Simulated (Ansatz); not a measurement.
**BHO (singlet): from Hartree-Fock to the top rungs at distance B1–H3 = 1.872 Å, 6-31G**

Aim: climb from Hartree-Fock through coupled cluster and multireference methods for BHO (singlet) at one geometry and basis, and see what each rung misses.

The runs use Ansatz 0.2.0, Gaussian basis; 6-31G, core rule «outside noble gas», up to 2 orbitals frozen.

To be run: UHF; CCSD(T) on RHF; CCSD(T) on UHF; BCCD(T) on RHF; CISD; CCSDT(Q) on RHF; CCSDT(Q) on UHF; CISDTQ; CCSDTQ on RHF; CASSCF and MRCISD+Q, 2 electrons in 2 orbitals; CASSCF and NEVPT2, 2 electrons in 2 orbitals; CASSCF and MRCISD+Q, 10 electrons in 9 orbitals; CASSCF and NEVPT2, 10 electrons in 9 orbitals; Full CI.

27 further runs of the same task are left out: 4 for a known fault of the program, 2 for a mislabelled method, 16 that didn't finish, 5 set aside as unsound or not needed.

### Step 1. What is computed

The geometry derives from a PBE0/def2-TZVP stationary point (not a proven minimum). One bond is set to the value named and the two fragments are kept rigid.

3 atoms, charge 0, spin multiplicity 1.

Atoms are counted from 1 here; the program's logs count them from 0.

Bond lengths: B1–O2 1.198 Å.

Coordinates:

```xyz
3
BHO
B     0.0000    0.0000   -0.2247
O     0.0000    0.0000   -1.4226
H     0.0000    0.0000    1.6473
```

### Step 2. UHF

File in.yaml:

```yaml
crystal:
  periodic: [false, false, false]
  atoms:
    - {symbol: B, position_ang: [0.000000, 0.000000, -0.224680]}
    - {symbol: O, position_ang: [0.000000, 0.000000, -1.422641]}
    - {symbol: H, position_ang: [0.000000, 0.000000, 1.647320]}
basis:
  gaussian: {orbitals: 6-31G}
magnetization: {spin_polarized: true, initial_magnetization: 0}
hamiltonian: {xc: hf}
output: {orbitals: {seedname: orbitals}}
```

The run is started by

```sh
$ ansatz run in.yaml --threads 1 --pin off --events-out ev --progress --plain --max-ram 2393MiB
```

The runs that follow: CCSD(T) on RHF; CCSD(T) on UHF; BCCD(T) on RHF; CISD; CCSDT(Q) on RHF; CCSDT(Q) on UHF; CISDTQ; CCSDTQ on RHF; CASSCF and MRCISD+Q, 2 electrons in 2 orbitals; CASSCF and NEVPT2, 2 electrons in 2 orbitals; CASSCF and MRCISD+Q, 10 electrons in 9 orbitals; CASSCF and NEVPT2, 10 electrons in 9 orbitals; Full CI.

**Question.** What will the summary of the whole plan be? Wanted: FCI below the RHF energy; RMP2 from FCI; RCCSD from FCI; RCCSD(T) from FCI; RCCSDT(Q) from FCI; NEVPT2 pair from FCI; MRCISD+Q pair from FCI; NEVPT2 valence from FCI; T1 diagnostic.

The runs gave:

| quantity | value |
| --- | --- |
| FCI below the RHF energy | -6.1143 eV |
| RMP2 from FCI | +12.96 kcal/mol |
| RCCSD from FCI | +5.78 kcal/mol |
| RCCSD(T) from FCI | +0.72 kcal/mol |
| RCCSDT(Q) from FCI | -0.11 kcal/mol |
| NEVPT2 pair from FCI | +4.19 kcal/mol |
| MRCISD+Q pair from FCI | +3.01 kcal/mol |
| NEVPT2 valence from FCI | +8.99 kcal/mol |
| levels within 1 kcal/mol (43 meV) | RCCSD(T), BCCD(T), RCCSDT, RCCSDT(Q), RCCSDTQ, MRCISD+Q valence |
| T1 diagnostic | 0.026 |
| effectively unpaired electrons | 0.18 |

In words: RCCSD(T) misses by +0.72 kcal/mol, 0.5 % of the correlation energy. RCCSDT(Q) falls below full CI, which methods that aren't variational can do. One determinant dominates. Of the multireference levels listed MRCISD+Q valence comes nearest in total energy (+0.66 kcal/mol), which doesn't show that its space is the better one. These misses are within one basis, not against nature.
